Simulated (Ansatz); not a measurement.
Take Ta in the bcc (W type) structure (space group Im-3m, No. 229; a = 3.320 Å) as the base.

Level of theory: Ansatz (a quantum-chemistry and plane-wave program) PBE, without spin-orbit coupling.

```csv
level,lattice parameter a
PBE,3.320 Å
```

### Question
From these computed values, estimate the measured ones, and say how each level misses.

### Answer
Measured: lattice parameter a 3.299 Å (static lattice; corrected from measurement; as listed in Daniel Mejia-Rodriguez, S. B. Trickey, Phys. Rev. B (2018)). Computed minus measured — lattice parameter a: PBE +0.6 %.

No phonon test of stability was made. All final runs are without spin polarisation.
